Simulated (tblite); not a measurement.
Species: C3H4ClF (charge +1 and doublet state).
Bonds: C1–C2, C2–C3, C3–F4, C3–Cl5. Hydrogens: H6, H7, H8 on C1; H9 on C2.

Computed with GFN2-xTB (tblite), gas phase: L-BFGS steps from a force-field or distance-geometry start until the largest atomic force falls under 0.01 eV/Å.

Step 24: E = -468.0396 eV
```
atom  x, y, z in Å  |  force x, y, z in eV/Å
C1     -1.1109    0.2834   -0.2115   -0.011   0.017  -0.008
C2      0.0568   -0.5455   -0.0318    0.051   0.000   0.025
C3      1.2863   -0.0122    0.3073    0.059  -0.051   0.067
F4      1.3886    1.2823    0.5021    0.063  -0.053  -0.024
Cl5     2.6966   -0.8860    0.5083   -0.001   0.037   0.004
H6     -0.9984    1.2612    0.2551   -0.094   0.077   0.015
H7     -1.2696    0.4823   -1.2847   -0.029  -0.025  -0.059
H8     -2.0246   -0.2394    0.0795   -0.048  -0.009   0.037
H9     -0.0112   -1.6201   -0.1493    0.009   0.008  -0.057
```

Step 25: E = -468.0415 eV
```
atom  x, y, z in Å  |  force x, y, z in eV/Å
C1     -1.1072    0.2868   -0.2145   -0.006   0.031  -0.038
C2      0.0591   -0.5452   -0.0422    0.045  -0.008   0.087
C3      1.2823   -0.0139    0.3231    0.087  -0.072   0.001
F4      1.3759    1.2770    0.5438    0.074  -0.062  -0.008
Cl5     2.7011   -0.8818    0.5010   -0.039   0.052   0.020
H6     -0.9744    1.2764    0.2181   -0.117   0.080   0.029
H7     -1.2958    0.4417   -1.2900   -0.046  -0.032  -0.062
H8     -2.0206   -0.2170    0.1151   -0.011  -0.011   0.032
H9     -0.0069   -1.6180   -0.1795    0.013   0.023  -0.061
```

Q: Estimate the geometry and energy of step 26. (The exact step hangs on the optimiser's Hessian estimate; all steps are aligned on step 25, rigid shifts and turns removed.)

A: E = -468.0435 eV, largest force 0.158 eV/Å
```
atom  x, y, z in Å  |  force x, y, z in eV/Å
C1     -1.1053    0.2896   -0.2168    0.023   0.030  -0.043
C2      0.0621   -0.5434   -0.0492   -0.006  -0.023   0.128
C3      1.2804   -0.0168    0.3400    0.087  -0.093  -0.093
F4      1.3698    1.2704    0.5763    0.074  -0.016   0.030
Cl5     2.7055   -0.8786    0.4956   -0.049   0.038   0.041
H6     -0.9618    1.2894    0.1852   -0.113   0.085   0.050
H7     -1.3170    0.4045   -1.2918   -0.065  -0.036  -0.091
H8     -2.0186   -0.1956    0.1455    0.032  -0.025   0.026
H9     -0.0016   -1.6136   -0.2098    0.016   0.041  -0.048
```

The energy changes by -0.0020 eV. The first-order estimate −F·Δx gives -0.0029 eV and the mean of the old and new forces, exact on a quadratic surface, -0.0020 eV. The step makes an angle of 83° with the force vector and moves no atom by more than 0.043 Å.

The cost below is that of the whole relaxation. Time: 0.21 s wall. Hardware: one thread, Arm Neoverse V1 (aarch64) (shared host).
